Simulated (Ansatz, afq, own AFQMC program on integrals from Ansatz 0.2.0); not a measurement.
Two steps: Ansatz 0.2.0 writes the Fock matrix and Cholesky factors of the valence space, and afq projects on them the lowest state that overlaps trial and start.

```yaml
crystal:
  periodic: [false, false, false]
  atoms:
    - {symbol: Al, position_ang: [0.000000, 0.057143, 0.000000]}
    - {symbol: H, position_ang: [0.000000, 0.226182, -1.551199]}
    - {symbol: H, position_ang: [0.000000, 0.226189, 1.551197]}
    - {symbol: H, position_ang: [0.000000, -1.982029, 0.000004]}
basis:
  gaussian: {orbitals: cc-pVDZ}
total_charge: 1
magnetization: {spin_polarized: true, initial_magnetization: 1}
correlation: {method: ccsd_t, electrons: outside_noble_gas, hamiltonian_folder: ham}
```

```sh
$ ansatz run in.yaml --threads 1 --pin off --events-out ev --progress --plain --max-ram 24576MiB --backend cuda --devices 0, --max-vram 18GiB
```

afq runs on the folder ham with

```
--method phaseless --trial cisd --walkers 4000 --populations 20 --least-time 60 --time-step 0.005 --steps-per-block 50 --equilibration-blocks 28 --max-blocks 4000 --target-error 0.00014 --factor-cut 1e-05 --start spin_pure --seed 4789 --release-times 0.24,0.51,0.99,1.62,2.4 --release-step 0.03 --release-every 3 --taylor-order 6
```

Times are imaginary, in 1/Eh. The walk had a cap of 122 s. With eight or more populations the least sampling time is a fifth of least-time, and the error comes from their spread.

Output of the walk:

```
orbitals 28  electrons 3 2  factors 199 of 308
reference energy -243.28102742 Eh
CCSD correlation -0.07126785 Eh in 11 cycles, weight of the determinant in the CISD state 0.9475
energy of the start -243.352282 Eh
 block  time / (1/Eh)  mean weight  energy / Eh
     1     0.250  0.9999  -243.352067
     2     0.500  0.9999  -243.352146
     3     0.750  0.9998  -243.352318
     4     1.000  0.9999  -243.352483
     5     1.250  1.0001  -243.352613
    10     2.500  0.9999  -243.353149
    15     3.750  0.9999  -243.353202
    20     5.000  0.9999  -243.353348
    25     6.250  0.9997  -243.353392
    30     7.500  1.0000  -243.353434
    35     8.750  0.9998  -243.353363
    40    10.000  1.0000  -243.353317
    45    11.250  1.0000  -243.353431
    50    12.500  1.0001  -243.353460
    55    13.750  1.0002  -243.353423
    58    14.500  1.0000  -243.353254
    60    15.000  0.9999  -243.353343
    65    16.250  1.0000  -243.353458
    69    17.250  1.0001  -243.353659
    70    17.500  1.0002  -243.353351
    75    18.750  1.0001  -243.353462
    78    19.500  1.0000  -243.353386
error from the spread of 20 populations
released: time / (1/Eh)  energy / Eh  error  mean overlap
  0.24  -243.353411  0.000025  1.0008
  0.51  -243.353445  0.000022  1.0016
  0.99  -243.353449  0.000019  1.0039
  1.62  -243.353505  0.000028  1.0009
  2.40  -243.353500  0.000020  0.9999
energy -243.353391 +/- 0.000028 Eh
(rows thinned)
```

The run passed its tests (sampling time, drift between the halves within three errors, error under three times the target), which doesn't prove that it has relaxed.

Against this walk (error 0.8 meV) on the same determinant: CCSD(T) 7.8 meV higher, CCSDT(Q) 2.7 meV lower, CCSDTQ 3.0 meV lower, full CI 3.0 meV lower. The error is statistical and leaves out the bias of the constraint. Released to 2.40 1/Eh the energy lies 3.0 ± 0.9 meV (both errors) below the phaseless value, which shows part or all of the bias of the constraint, and full CI lies 0.0 meV below the released value.

Cautions: constraint bias not in the error.

The walk took 34 s on 1 × NVIDIA H100 80GB HBM3 with 2 threads of AMD EPYC 7R13 Processor (Zen 3), on a shared host (the card was shared). The log's last line is the phaseless energy.

CCSDT and higher add their correlation energy to the determinant of the CCSD(T) run, since their own runs factorise the integrals more tightly (a shift of under 2 meV). A walk keeps the symmetry of its determinant, which the program's search chose and which needn't be the lowest solution, so a lower state of the same spin and another symmetry isn't excluded.
